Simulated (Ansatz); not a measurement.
**C2H2ClN: ionisation energy by level of theory**

An exercise on one series of results from a longer session: the logs are not shown, and one member is left open.

Method: unrestricted cation, the program's frozen cores in correlated methods; program: Ansatz 0.2.0, Gaussian basis.

The runs, in order: UKS PBE-D4/def2-TZVPP; UKS r2SCAN-D4/def2-TZVPP; UKS PBE0-D4/def2-TZVPP; UKS B3LYP-D4/def2-TZVPP; UKS wB97X-V/def2-TZVPP; UKS wB97M-V/def2-TZVPP; UKS B2PLYP/def2-TZVPP; UHF-CCSD(T)/def2-TZVPP; UHF-MP2/def2-QZVPP; extrapolation to the limit; then −ε(HOMO) from the neutral's earlier runs with LDA (SPW92), PBE-D4, revPBE-D4, BLYP-D4, r2SCAN-D4, B97M-V, PBE0-D4, B3LYP-D4, r2SCANh-D4, r2SCAN0-D4, HSE06-D4, BHLYP-D4, CAM-B3LYP-D4, LC-ωPBE, ωB97X-V, ωB97M-V.

## The geometry

The geometry comes from an earlier relaxation with PBE0-D4 in a triple-zeta def2 set; it is a stationary point.

6 atoms, charge 0, spin multiplicity 1.

Atoms are counted from 1 here; the program's logs count them from 0.

Bond lengths: N1–C2 1.149 Å, C2–C3 1.450 Å, C3–Cl4 1.775 Å, C3–H5 1.090 Å, C3–H6 1.090 Å. Angles: N1–C2–C3 178.9°, C2–C3–Cl4 111.6°, C2–C3–H5 109.8°, C2–C3–H6 109.8°, Cl4–C3–H5 108.1°, Cl4–C3–H6 108.1°, H5–C3–H6 109.2°.

As a file:

| atom | x (Å) | y (Å) | z (Å) |
| --- | --- | --- | --- |
| N1 | 0.5526 | -1.9107 | 0.8613 |
| C2 | 0.2968 | -0.8821 | 0.4187 |
| C3 | -0.0040 | 0.4267 | -0.1272 |
| Cl4 | -1.4603 | 0.3941 | -1.1421 |
| H5 | 0.8283 | 0.7721 | -0.7399 |
| H6 | -0.1714 | 1.1358 | 0.6830 |

The first run:

File in.yaml:

```yaml
crystal:
  periodic: [false, false, false]
  atoms:
    - {symbol: N, position_ang: [0.552559, -1.910681, 0.861349]}
    - {symbol: C, position_ang: [0.296757, -0.882109, 0.418667]}
    - {symbol: C, position_ang: [-0.003959, 0.426702, -0.127221]}
    - {symbol: Cl, position_ang: [-1.460297, 0.394091, -1.142066]}
    - {symbol: H, position_ang: [0.828299, 0.772064, -0.739892]}
    - {symbol: H, position_ang: [-0.171361, 1.135833, 0.682964]}
basis:
  gaussian: {orbitals: def2-TZVPP}
total_charge: 1
magnetization: {spin_polarized: true, initial_magnetization: 1}
hamiltonian: {xc: pbe, dispersion: d4}
```

Run with:

```bash
> ansatz run in.yaml --threads 2 --pin off --events-out ev --progress --plain --max-ram 4352MiB
```

Steps of the session up to this table: Cation, UKS PBE-D4/def2-TZVPP; Cation, UKS r2SCAN-D4/def2-TZVPP; Cation, UKS PBE0-D4/def2-TZVPP; Cation, UKS B3LYP-D4/def2-TZVPP; Cation, UKS wB97X-V/def2-TZVPP; Cation, UKS wB97M-V/def2-TZVPP; Cation, UKS B2PLYP (frozen core)/def2-TZVPP; Cation, UHF-CCSD(T)/def2-TZVPP; Cation, UHF-MP2/def2-QZVPP.

One table of the session follows, with a row left open; its other results are not shown here.

For comparison, −ε(HOMO) of the neutral from earlier runs:

```
  functional  −ε(HOMO) (eV)
 LDA (SPW92)           7.95
      PBE-D4           7.82
   revPBE-D4           7.78
     BLYP-D4           7.68
   r2SCAN-D4           8.17
      B97M-V           8.24
     PBE0-D4           9.27
    B3LYP-D4           9.01
  r2SCANh-D4           8.70
  r2SCAN0-D4           9.49
    HSE06-D4           8.86
    BHLYP-D4              ?
CAM-B3LYP-D4          10.69
     LC-ωPBE          12.14
     ωB97X-V          11.74
     ωB97M-V          11.57
```

Q: Estimate the row for BHLYP-D4 from the others.

Worked estimate for «−ε(HOMO) (eV)». Against the share of exact exchange, BLYP-D4 (0, 7.68), B3LYP-D4 (0.2, 9.01) give a slope of 6.65 per unit share; at 0.5 the line stands at 11.00.

**Answer.** −ε(HOMO) (eV): 10.59. In «−ε(HOMO) (eV)» the line misses by +0.41.
